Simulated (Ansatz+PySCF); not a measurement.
Values are calculated unless marked as measured or tabulated.
## Ansatz (development build ahead of 0.2.0) run

```yaml
crystal:
  periodic: [false, false, false]
  atoms:
    - { symbol: "N", position_ang: [0.0, 0.0, 0.12158] }
    - { symbol: H, position_ang: [1.16981, 0.0, -0.38502] }
    - { symbol: H, position_ang: [-0.46792, 0.81047, -0.2837] }
    - { symbol: H, position_ang: [-0.46792, -0.81047, -0.2837] }
basis:
  gaussian: { orbitals: "6-31G" }
magnetization:
  spin_polarized: true
hamiltonian:
  xc: hf
correlation:
  method: mp2
  frozen_orbitals: { H: 0, "N": 1 }
scf:
  omitted_lower_state_checks: [atomic_configurations, cluster_reference, orbital_swaps, given_window_search, neighbouring_geometries, increment]
```

The input is written out in the form of the current development build from the run's settings.

Output:

* Converged: yes
* Reference energy: -56.12178 hartree
* Correlation energy: -0.12420 hartree
* Total energy: -56.24598 hartree
* Spin squared of the determinant: 0.000
* Occupied orbitals by symmetry in an Abelian subgroup (alpha; beta): 4 A' 1 A''; 4 A' 1 A''

Caution: bonds are stretched, where a single reference can fail.
